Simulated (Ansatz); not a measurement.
Reaction (SMILES): ClCl (Cl2) → 2 Cl atom
B3LYP-D3(BJ)/def2-TZVP geometries, fixed; electronic energies without zero-point terms.

Basis-set convergence of the bond dissociation energy at MP2 with Ansatz (a program for electronic structure). Cartesian d functions, on some or all atoms, in 6-311+G**; all else is spherical. Cores are frozen. Open shells are unrestricted. No added dispersion term, no relativity. Functions are those of the species that has most. Reference: Hartree-Fock in aug-cc-pV(Q+d)Z plus the correlation part extrapolated as X^-3 from aug-cc-pV(T+d)Z and aug-cc-pV(Q+d)Z, 63.80 kcal/mol, itself unsure by roughly 0.69 kcal/mol (a third of the extrapolation step and of the last Hartree-Fock step). Deviations are taken from unrounded values.

| basis | functions | bond dissociation energy (kcal/mol) | minus reference (kcal/mol) |
|---|---|---|---|
| STO-3G | 18 | 30.49 | -33.31 |
| 3-21G | 26 | 10.27 | -53.53 |
| def2-SVP | 36 | 43.74 | -20.06 |
| def2-SVPD | 54 | 43.72 | -20.08 |
| 6-311+G** | 62 | 43.45 | -20.35 |
| aug-cc-pV(D+d)Z | 64 | 49.46 | -14.34 |
| pcseg-2 | 68 | 56.16 | -7.64 |
| cc-pV(T+d)Z | 78 | 57.73 | -6.07 |
| def2-TZVPP | 84 | 57.47 | -6.33 |
| def2-TZVPD | 92 | 58.04 | -5.76 |
| 6-311++G(3df,3pd) | 94 | 57.13 | -6.67 |
| aug-cc-pV(T+d)Z | 110 | 59.20 | -4.60 |
| def2-QZVPP | 140 | 61.35 | -2.45 |
